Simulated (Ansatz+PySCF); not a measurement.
Results of a calculation; reference values are marked as such.
This Ansatz input gave a total energy of -156.54594 hartree.

```yaml
crystal:
  periodic: [false, false, false]
  atoms:
    - { symbol: C, position_ang: [0.02006, -0.61821, -0.68572] }
    - { symbol: C, position_ang: [-0.02121, -0.62436, 0.69616] }
    - { symbol: C, position_ang: [-0.00717, 0.56912, -1.58605] }
    - { symbol: C, position_ang: [-0.02038, 0.54973, 1.61947] }
    - { symbol: H, position_ang: [0.01991, -1.68345, -1.17827] }
    - { symbol: H, position_ang: [-0.03411, -1.66641, 1.1428] }
    - { symbol: H, position_ang: [0.00764, 1.48265, -1.09835] }
    - { symbol: H, position_ang: [0.92231, 0.53278, -2.23572] }
    - { symbol: H, position_ang: [-0.87493, 0.4615, -2.27113] }
    - { symbol: H, position_ang: [-0.02274, 1.46915, 1.09255] }
    - { symbol: H, position_ang: [-0.8685, 0.49896, 2.29452] }
    - { symbol: H, position_ang: [0.85442, 0.50314, 2.20559] }
basis:
  gaussian: { orbitals: def2-SVP }
magnetization:
  spin_polarized: true
hamiltonian:
  xc: hf
correlation:
  method: mp2
  frozen_orbitals: { C: 1, H: 0 }
scf:
  omitted_lower_state_checks: [stability, starts, atomic_configurations, cluster_reference, orbital_swaps, given_window_search, neighbouring_geometries, increment]
```

Task: Write an input for PySCF with the same method and basis set.

Result:

```python
from pyscf import gto, scf, mp

mol = gto.M(atom="""
C 0.020060 -0.618210 -0.685720
C -0.021210 -0.624360 0.696160
C -0.007170 0.569120 -1.586050
C -0.020380 0.549730 1.619470
H 0.019910 -1.683450 -1.178270
H -0.034110 -1.666410 1.142800
H 0.007640 1.482650 -1.098350
H 0.922310 0.532780 -2.235720
H -0.874930 0.461500 -2.271130
H -0.022740 1.469150 1.092550
H -0.868500 0.498960 2.294520
H 0.854420 0.503140 2.205590
""", basis='def2-svp', charge=0, spin=0)
mf = scf.UHF(mol)
mf.kernel()
pt = mp.MP2(mf, frozen=4).run()
print(mf.e_tot, pt.e_corr, pt.e_tot)
```

PySCF 2.14.0 gave -156.54595 hartree, 0.19 meV from the first. The reference isn't the lowest determinant (another lies 0.01 eV lower), but the same method gives a higher total on the lower determinant.
